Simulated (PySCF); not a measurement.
# H3O2: the cost of one run

Computed with PySCF 2.14.0; each step states its level. No surroundings beyond the atoms listed, unless a continuum is named. Atoms count from 0, parts from 1.

## 1. The system as given

5 atoms, charge -1, multiplicity 1; geometry: GFN2-xTB. Parts: 1 = atoms 0–2, `O`, charge 0; 2 = atoms 3–4, `[OH-]`, charge -1. In the given geometry H1 is shared between O0 (1.23 Å) and O3 (1.22 Å), so values for the parts refer to these atom groups.

## 2. Optimising the geometry at PBE0-D3(BJ)/def2-TZVPD

Job settings and geometry (Å):

```
{"job": {"xc": "PBE0", "basis": "def2-TZVPD", "d3": "d3bj", "grid": 3, "kind": "geom", "shake": 0.01}, "charge": -1, "multiplicity": 1, "parts": [{"atoms": "0-2", "charge": 0, "multiplicity": 1}, {"atoms": "3-4", "charge": -1, "multiplicity": 1}]}
O     -0.117241     0.203812     0.262216
H     -0.594827    -0.923981     0.367089
H      0.618997     0.049853    -0.285476
O     -1.006418    -2.066011     0.478313
H     -1.809388    -1.900692     1.020854
```

Launch:

```
OMP_NUM_THREADS=1 python cluster_run.py task.json out
```

This one command runs all jobs of the session in turn.

**Question.** How long does this first job take on 1 thread of Arm Neoverse N1, shared host, and how much memory does it need?

About 59 s, with a peak of 0.46 GiB.
